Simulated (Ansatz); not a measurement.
Ansatz (a first-principles code) input (B3LYP-D3(BJ)/def2-TZVP):

Ansatz 0.2 input:
```yaml
crystal:
  periodic: [false, false, false]
  atoms:
    - {symbol: O, position_ang: [-0.09788910, -0.14223064, 0.59918690]}
    - {symbol: C, position_ang: [0.11020707, 0.04653981, -0.61310884]}
    - {symbol: H, position_ang: [0.09106748, 1.04600479, -1.05194397]}
    - {symbol: H, position_ang: [0.31173752, -0.84557014, -1.20537534]}
    - {symbol: H, position_ang: [-0.28093466, 0.65817156, 1.14247713]}
basis:
  gaussian:
    orbitals: def2-TZVP
hamiltonian:
  xc: b3lyp
  dispersion: d3bj
total_charge: 1
phonons: {temperatures: {t_min: 298.15, t_max: 298.15, t_step: 100}}
```

Output:

```
Functional definition: B3LYP
integrals: 0.01 GiB planned
463 factors; their error is unknown
mean field: 0.15 GiB planned
mean field evaluation 1: about -3114.2929 eV, gradient 8.2e1 eV
mean field evaluation 2: about -3092.9490 eV, gradient 1.3e2 eV
mean field evaluation 4: about -3124.7701 eV, gradient 6.4e0 eV
mean field evaluation 8: about -3124.8455 eV, gradient 4.3e-2 eV
mean field -3124.84545856 eV, -114.8359525058 hartree, gradient 6.6e-5 eV, S^2 0.000000; 0 other end points of the search recorded, 0 dependent functions left out
the calculation of the forces begins
reference -3124.84562034 eV, -114.8359584510 hartree; 8, 8 occupied and 72, 72 virtual orbitals, 463 factors
these checks for a lower state are left out or cut short: stability, starts, cluster_reference, orbital_swaps, neighbouring_geometries, increment
integrals: 0.01 GiB planned
463 factors; their error is unknown
mean field: 0.16 GiB planned
mean field evaluation 16: about -3124.8549 eV, gradient 4.6e-1 eV
mean field -3124.84519774 eV, -114.8359429207 hartree, gradient 2.5e-6 eV, S^2 0.000000; 0 other end points of the search recorded, 0 dependent functions left out
the calculation of the forces begins
reference -3124.84535961 eV, -114.8359488694 hartree; 8, 8 occupied and 72, 72 virtual orbitals, 463 factors
these checks for a lower state are left out or cut short: stability, starts, cluster_reference, orbital_swaps, neighbouring_geometries, increment
integrals: 0.01 GiB planned
463 factors; their error is unknown
mean field: 0.15 GiB planned
mean field -3124.84520722 eV, -114.8359432693 hartree, gradient 2.6e-6 eV, S^2 0.000000; 0 other end points of the search recorded, 0 dependent functions left out
the calculation of the forces begins
reference -3124.84536890 eV, -114.8359492109 hartree; 8, 8 occupied and 72, 72 virtual orbitals, 463 factors
these checks for a lower state are left out or cut short: stability, starts, cluster_reference, orbital_swaps, neighbouring_geometries, increment
integrals: 0.01 GiB planned
463 factors; their error is unknown
mean field: 0.15 GiB planned
mean field evaluation 32: about -3124.8552 eV, gradient 4.4e-1 eV
mean field -3124.84538096 eV, -114.8359496538 hartree, gradient 2.6e-6 eV, S^2 0.000000; 0 other end points of the search recorded, 0 dependent functions left out
the calculation of the forces begins
reference -3124.84554276 eV, -114.8359556001 hartree; 8, 8 occupied and 72, 72 virtual orbitals, 463 factors
these checks for a lower state are left out or cut short: stability, starts, cluster_reference, orbital_swaps, neighbouring_geometries, increment
integrals: 0.01 GiB planned
463 factors; their error is unknown
mean field: 0.15 GiB planned
mean field -3124.84538021 eV, -114.8359496265 hartree, gradient 2.5e-6 eV, S^2 0.000000; 0 other end points of the search recorded, 0 dependent functions left out
the calculation of the forces begins
reference -3124.84554196 eV, -114.8359555706 hartree; 8, 8 occupied and 72, 72 virtual orbitals, 463 factors
these checks for a lower state are left out or cut short: stability, starts, cluster_reference, orbital_swaps, neighbouring_geometries, increment
integrals: 0.01 GiB planned
463 factors; their error is unknown
mean field: 0.15 GiB planned
mean field -3124.84518649 eV, -114.8359425074 hartree, gradient 2.6e-6 eV, S^2 0.000000; 0 other end points of the search recorded, 0 dependent functions left out
the calculation of the forces begins
reference -3124.84534819 eV, -114.8359484499 hartree; 8, 8 occupied and 72, 72 virtual orbitals, 463 factors
these checks for a lower state are left out or cut short: stability, starts, cluster_reference, orbital_swaps, neighbouring_geometries, increment
integrals: 0.01 GiB planned
463 factors; their error is unknown
mean field: 0.15 GiB planned
mean field -3124.84517900 eV, -114.8359422320 hartree, gradient 2.5e-6 eV, S^2 0.000000; 0 other end points of the search recorded, 0 dependent functions left out
the calculation of the forces begins
reference -3124.84534084 eV, -114.8359481797 hartree; 8, 8 occupied and 72, 72 virtual orbitals, 463 factors
these checks for a lower state are left out or cut short: stability, starts, cluster_reference, orbital_swaps, neighbouring_geometries, increment
integrals: 0.01 GiB planned
463 factors; their error is unknown
mean field: 0.15 GiB planned
mean field evaluation 64: about -3124.8451 eV, gradient 4.1e-1 eV
mean field -3124.84532288 eV, -114.8359475196 hartree, gradient 2.5e-6 eV, S^2 0.000000; 0 other end points of the search recorded, 0 dependent functions left out
the calculation of the forces begins
reference -3124.84548465 eV, -114.8359534645 hartree; 8, 8 occupied and 72, 72 virtual orbitals, 463 factors
these checks for a lower state are left out or cut short: stability, starts, cluster_reference, orbital_swaps, neighbouring_geometries, increment
integrals: 0.01 GiB planned
463 factors; their error is unknown
mean field: 0.15 GiB planned
mean field -3124.84532217 eV, -114.8359474936 hartree, gradient 2.6e-6 eV, S^2 0.000000; 0 other end points of the search recorded, 0 dependent functions left out
the calculation of the forces begins
reference -3124.84548395 eV, -114.8359534390 hartree; 8, 8 occupied and 72, 72 virtual orbitals, 463 factors
these checks for a lower state are left out or cut short: stability, starts, cluster_reference, orbital_swaps, neighbouring_geometries, increment
integrals: 0.01 GiB planned
463 factors; their error is unknown
mean field: 0.16 GiB planned
mean field -3124.84543067 eV, -114.8359514808 hartree, gradient 2.5e-6 eV, S^2 0.000000; 0 other end points of the search recorded, 0 dependent functions left out
the calculation of the forces begins
reference -3124.84559249 eV, -114.8359574275 hartree; 8, 8 occupied and 72, 72 virtual orbitals, 463 factors
these checks for a lower state are left out or cut short: stability, starts, cluster_reference, orbital_swaps, neighbouring_geometries, increment
integrals: 0.01 GiB planned
463 factors; their error is unknown
mean field: 0.15 GiB planned
mean field -3124.84542313 eV, -114.8359512037 hartree, gradient 2.6e-6 eV, S^2 0.000000; 0 other end points of the search recorded, 0 dependent functions left out
the calculation of the forces begins
reference -3124.84558486 eV, -114.8359571472 hartree; 8, 8 occupied and 72, 72 virtual orbitals, 463 factors
these checks for a lower state are left out or cut short: stability, starts, cluster_reference, orbital_swaps, neighbouring_geometries, increment
integrals: 0.01 GiB planned
463 factors; their error is unknown
mean field: 0.15 GiB planned
mean field evaluation 96: about -3124.8454 eV, gradient 6.0e-3 eV
mean field -3124.84540731 eV, -114.8359506223 hartree, gradient 2.6e-6 eV, S^2 0.000000; 0 other end points of the search recorded, 0 dependent functions left out
the calculation of the forces begins
reference -3124.84556906 eV, -114.8359565665 hartree; 8, 8 occupied and 72, 72 virtual orbitals, 463 factors
these checks for a lower state are left out or cut short: stability, starts, cluster_reference, orbital_swaps, neighbouring_geometries, increment
integrals: 0.01 GiB planned
463 factors; their error is unknown
mean field: 0.16 GiB planned
mean field -3124.84540959 eV, -114.8359507062 hartree, gradient 2.5e-6 eV, S^2 0.000000; 0 other end points of the search recorded, 0 dependent functions left out
the calculation of the forces begins
reference -3124.84557139 eV, -114.8359566523 hartree; 8, 8 occupied and 72, 72 virtual orbitals, 463 factors
these checks for a lower state are left out or cut short: stability, starts, cluster_reference, orbital_swaps, neighbouring_geometries, increment
integrals: 0.01 GiB planned
463 factors; their error is unknown
mean field: 0.16 GiB planned
mean field -3124.84541643 eV, -114.8359509576 hartree, gradient 2.5e-6 eV, S^2 0.000000; 0 other end points of the search recorded, 0 dependent functions left out
the calculation of the forces begins
reference -3124.84557825 eV, -114.8359569042 hartree; 8, 8 occupied and 72, 72 virtual orbitals, 463 factors
these checks for a lower state are left out or cut short: stability, starts, cluster_reference, orbital_swaps, neighbouring_geometries, increment
integrals: 0.01 GiB planned
463 factors; their error is unknown
mean field: 0.15 GiB planned
mean field -3124.84540555 eV, -114.8359505576 hartree, gradient 2.6e-6 eV, S^2 0.000000; 0 other end points of the search recorded, 0 dependent functions left out
the calculation of the forces begins
reference -3124.84556728 eV, -114.8359565012 hartree; 8, 8 occupied and 72, 72 virtual orbitals, 463 factors
these checks for a lower state are left out or cut short: stability, starts, cluster_reference, orbital_swaps, neighbouring_geometries, increment
integrals: 0.01 GiB planned
463 factors; their error is unknown
mean field: 0.15 GiB planned
mean field evaluation 128: about -3124.8454 eV, gradient 2.6e-6 eV
mean field -3124.84541730 eV, -114.8359509895 hartree, gradient 2.6e-6 eV, S^2 0.000000; 0 other end points of the search recorded, 0 dependent functions left out
the calculation of the forces begins
reference -3124.84557912 eV, -114.8359569363 hartree; 8, 8 occupied and 72, 72 virtual orbitals, 463 factors
these checks for a lower state are left out or cut short: stability, starts, cluster_reference, orbital_swaps, neighbouring_geometries, increment
integrals: 0.01 GiB planned
463 factors; their error is unknown
mean field: 0.15 GiB planned
mean field -3124.84541273 eV, -114.8359508216 hartree, gradient 2.5e-6 eV, S^2 0.000000; 0 other end points of the search recorded, 0 dependent functions left out
the calculation of the forces begins
reference -3124.84557446 eV, -114.8359567651 hartree; 8, 8 occupied and 72, 72 virtual orbitals, 463 factors
these checks for a lower state are left out or cut short: stability, starts, cluster_reference, orbital_swaps, neighbouring_geometries, increment
integrals: 0.01 GiB planned
463 factors; their error is unknown
mean field: 0.15 GiB planned
mean field -3124.84539227 eV, -114.8359500698 hartree, gradient 2.6e-6 eV, S^2 0.000000; 0 other end points of the search recorded, 0 dependent functions left out
the calculation of the forces begins
reference -3124.84555394 eV, -114.8359560110 hartree; 8, 8 occupied and 72, 72 virtual orbitals, 463 factors
these checks for a lower state are left out or cut short: stability, starts, cluster_reference, orbital_swaps, neighbouring_geometries, increment
integrals: 0.01 GiB planned
463 factors; their error is unknown
mean field: 0.15 GiB planned
mean field -3124.84540869 eV, -114.8359506729 hartree, gradient 2.5e-6 eV, S^2 0.000000; 0 other end points of the search recorded, 0 dependent functions left out
the calculation of the forces begins
reference -3124.84557057 eV, -114.8359566220 hartree; 8, 8 occupied and 72, 72 virtual orbitals, 463 factors
these checks for a lower state are left out or cut short: stability, starts, cluster_reference, orbital_swaps, neighbouring_geometries, increment
integrals: 0.01 GiB planned
463 factors; their error is unknown
mean field: 0.16 GiB planned
mean field -3124.84540501 eV, -114.8359505378 hartree, gradient 2.5e-6 eV, S^2 0.000000; 0 other end points of the search recorded, 0 dependent functions left out
the calculation of the forces begins
reference -3124.84556674 eV, -114.8359564814 hartree; 8, 8 occupied and 72, 72 virtual orbitals, 463 factors
these checks for a lower state are left out or cut short: stability, starts, cluster_reference, orbital_swaps, neighbouring_geometries, increment
integrals: 0.01 GiB planned
463 factors; their error is unknown
mean field: 0.16 GiB planned
mean field evaluation 160: about -3124.8555 eV, gradient 1.6e-4 eV
mean field -3124.84540877 eV, -114.8359506759 hartree, gradient 2.5e-6 eV, S^2 0.000000; 0 other end points of the search recorded, 0 dependent functions left out
the calculation of the forces begins
reference -3124.84557058 eV, -114.8359566225 hartree; 8, 8 occupied and 72, 72 virtual orbitals, 463 factors
Total energy: -3124.91273182 eV, -114.8384247524 hartree
Atom 0 at    -0.097889    -0.142231     0.599187 Å, force     0.000064    -0.000274    -0.000191 eV/Å
Atom 1 at     0.110207     0.046540    -0.613109 Å, force     0.000045    -0.000080    -0.000198 eV/Å
Atom 2 at     0.091067     1.046005    -1.051944 Å, force     0.000011    -0.000230     0.000066 eV/Å
Atom 3 at     0.311738    -0.845570    -1.205375 Å, force    -0.000057     0.000301     0.000143 eV/Å
Atom 4 at    -0.280935     0.658172     1.142477 Å, force    -0.000062     0.000282     0.000180 eV/Å
Dipole moment:     0.004441     0.370580    -0.224259 e Å
Vibrations: 1020.45 1110.69 1246.42 1374.68 1480.04 1665.77 3078.01 3219.08 3555.69 cm⁻¹, zero-point energy 1.100411 eV
```

It need not be the lowest isomer of its formula.
